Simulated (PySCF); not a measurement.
C4H6S.
Atom-mapped SMILES: `[CH:1]#[C:2][S:3][CH2:4][CH3:5]` (hydrogens: H6 on C1; H7, H8 on C4; H9, H10, H11 on C5)

The calculation used core-valence-separated Tamm–Dancoff BHandHLYP/aug-pcX-1 (pcseg-1 on H, def2-SVPD on S) in PySCF, non-relativistic, gas phase, PBE0-D3(BJ)/def2-SVP geometry.

Computed carbon K-edge spectrum, Gaussian lines of 0.3 eV full width, highest printed point 100; it ends one width below the last computed root. No empirical shift is added; at this level the pattern usually sits a few eV under experiment.

```tsv
photon energy (eV)	absorption
282.6	1
282.7	5
282.8	20
282.9	45
283.0	57
283.1	39
283.2	14
283.3	3
283.4	0
283.5	2
283.6	10
283.7	29
283.8	49
283.9	60
284.0	77
284.1	100
284.2	92
284.3	52
284.4	18
284.5	3
284.6	1
284.7	1
284.8	8
284.9	27
285.0	48
285.1	46
285.2	24
285.3	10
285.4	9
285.5	10
285.6	7
285.7	5
285.8	7
285.9	13
286.0	19
286.1	28
286.2	42
286.3	52
286.4	54
286.5	51
286.6	37
286.7	19
286.8	11
286.9	15
287.0	28
287.1	37
```

Problem. Assign the maxima to core holes.

Solution. 5 maxima:
- 283.0 eV: C1 (terminal alkyne carbon), 282.99 eV, f = 0.061, 1s→π*, 100 % of the height at the exact maximum
- 284.1 eV: C1 (terminal alkyne carbon), 284.10 eV, f = 0.065, 58 % of the height at the exact maximum; C2 (alkyne carbon), 284.20 eV, f = 0.051, 40 % of the height at the exact maximum
- 285.0 eV: C4 (sp3 carbon bound to sulfur), 285.04 eV, f = 0.054, 100 % of the height at the exact maximum
- 285.5 eV: C5 (methyl carbon), 285.49 eV, f = 0.011, 99 % of the height at the exact maximum
- 286.4 eV: C5 (methyl carbon), 286.31 eV, f = 0.022, 31 % of the height at the exact maximum; C5 (methyl carbon), 286.52 eV, f = 0.027, 28 % of the height at the exact maximum; C2 (alkyne carbon), 286.25 eV, f = 0.024, 22 % of the height at the exact maximum; C4 (sp3 carbon bound to sulfur), 286.51 eV, f = 0.016, 19 % of the height at the exact maximum

Further lines of some strength in the range: C2, 283.82 eV, f = 0.048; C1, 285.93 eV, f = 0.009; C5, 286.06 eV, f = 0.008; C4, 287.09 eV, f = 0.031.

Roots within 0.03 eV on the same or equivalent atoms count as one line; shares under 12 % aren't listed.

Vibrational structure and lifetime widths aren't in the curve. The ionisation threshold wasn't computed; near and above it a finite basis only mimics Rydberg series and continuum.

Shape of the structure used: `[CH:1]#[C:2][S:3][CH2:4][CH3:5]`: C2–S3–C4–C5 64°.

One conformer stands for the species.
